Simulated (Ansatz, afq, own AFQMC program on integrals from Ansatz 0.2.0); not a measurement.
# CH2, triplet: a scan with AFQMC

```xyz
3

C     0.0000   -0.0596    0.0000
H     0.0000    0.3549   -0.9962
H     0.0000    0.3549    0.9962
```

The C1–H2 distance is changed with both sides rigid. Energies in mEh count from this geometry (1.079 Å) at the same level; the start stands on UHF, each point on the determinant named.

Basis cc-pVDZ. Only valence electrons are correlated. Ansatz 0.2.0 and our own AFQMC program on the same integrals; the CISD trial comes from CCSD amplitudes, and released means the phaseless constraint is let go. Uncertainties: one standard error, sampling alone.

Cautions, each for one point or more: an unrestricted solution with more broken spin lies lower; lower spins were not checked; strong correlation; unrestricted determinant spin contaminated.

```csv
r(C1–H2) / Å,det.,T1,weight,⟨S²⟩,r2SCAN,CCSD,CCSD(T)
0.852,UHF,0.008,0.96,2.01,62.0,64.5,64.7
1.291,UHF,0.012,0.94,2.02,18.7,18.2,17.9
1.724,UHF,0.087,0.82,2.34,96.5,95.7,93.9
2.329,UHF,0.058,0.85,2.36,162.4§,159.2,157.4
3.655,UHF,0.009,0.94,2.01,180.4§,164.4,164.3
```

Estimate the curve of full CI, counted from the same start.


| r(C1–H2) / Å | det. | T1 | weight | ⟨S²⟩ | FCI | ph-AFQMC/CISD | CCSDT(Q) |
| --- | --- | --- | --- | --- | --- | --- | --- |
| 0.852 | UHF | 0.008 | 0.96 | 2.01 | 64.8 | 64.9 ± 0.1 | 64.8 |
| 1.291 | UHF | 0.012 | 0.94 | 2.02 | 17.8 | 17.9 ± 0.1 | 17.8 |
| 1.724 | UHF | 0.087 | 0.82 | 2.34 | 92.8 | 93.3 ± 0.2 | 92.8 |
| 2.329 | UHF | 0.058 | 0.85 | 2.36 | 154.4 | 157.7 ± 0.3 | 154.4 |
| 3.655 | UHF | 0.009 | 0.94 | 2.01 | 164.2 | 164.4 ± 0.2 | 164.2 |

Weight is that of the determinant in the CISD state; at the start T1 is 0.009 and the weight 0.95, and ⟨S²⟩ is 2.02. Symmetry can't show for every point that it stays on the start's state. § marks a functional whose ⟨S²⟩ is too high by over 0.1. Largest departures from full CI: CCSD(T) 3.0 mEh at 2.329 (on UHF), ph-AFQMC/CISD 3.4 mEh at 2.329 (on UHF), CCSDT(Q) 0.0 mEh at 1.724 (on UHF), CCSD 4.8 mEh at 2.329 (on UHF). The functionals aren't scored here. In this small basis the wave-function levels are far from their limit, so their gap to the functionals isn't the functionals' error.

CCSDT and higher add their correlation energy to the determinant of the CCSD(T) run, since their own runs factorise the integrals more tightly (a shift of under 2 meV). A walk keeps the symmetry of its determinant, which the program's search chose and which needn't be the lowest solution, so a lower state of the same spin and another symmetry isn't excluded.
